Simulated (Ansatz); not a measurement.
[H···H···Cl], doublet along the distance H1-H2

Starting geometry:

```xyz
3

H     0.0000    0.0000   -1.0520
H     0.0000    0.0000   -0.3070
Cl    0.0000    0.0000    1.3590
```

From there H2 is moved from one fragment to the other while all else, the fragments' distance too, stays fixed; atoms are numbered as listed. Energies are in kJ/mol, counted from the starting geometry at the same level.

Basis 6-31G; Ansatz 0.2.0. Only valence electrons are correlated (noble-gas cores frozen). R marks a restricted (for open shells ROHF) determinant, U an unrestricted one.

For open shells CISD and CISDTQ are restricted-active-space CI with the open shells as a complete middle space.

Full CI is exact within this basis and frozen core; it isn't the basis-set limit. The frozen core follows each run's orbitals, which can shift R against U totals by a few meV.

```tsv
distance H1-H2 (Å)	full CI	unpaired electrons (full CI)	error RMP2	error RCCSD	error UCCSD	error BCCD(T)	error RCCSDT	error CISDTQ
0.693	2.1	1.01	-2.2	-0.1	-0.1	0.0	0.0	0.0
0.745	0.0	1.01	0.0	0.0	0.0	0.0	0.0	0.0
0.790	4.2	1.01	1.8	0.1	0.1	0.0	0.0	0.0
0.835	11.5	1.01	2.9	0.3	0.2	0.1	0.0	0.0
0.880	20.0	1.01	1.9	0.5	0.4	0.1	0.1	0.0
0.926	28.4	1.01	-1.6	0.7	0.5	0.2	0.1	0.0
0.971	35.7	1.01	-2.9	0.7	0.5	0.2	0.1	0.0
1.016	42.1	1.01	-3.2	0.6	0.5	0.2	0.1	0.0
1.061	48.2	1.01	-4.7	0.5	0.4	0.1	0.1	0.0
```

Unpaired electrons are Σ n²(2−n)² over natural occupations. Errors are those of relative energies. In total energy the starting point itself misses full CI by: RMP2 38.7, RCCSD 1.6, UCCSD 1.5, BCCD(T) 0.3, RCCSDT 0.0, CISDTQ 0.1 kJ/mol.

Spread of the error over the points with a reference, to 1.061 Å (largest less smallest): CISDTQ 0.0, RCCSDT 0.1, BCCD(T) 0.2, UCCSD 0.6, RCCSD 0.8, RMP2 7.6 kJ/mol.
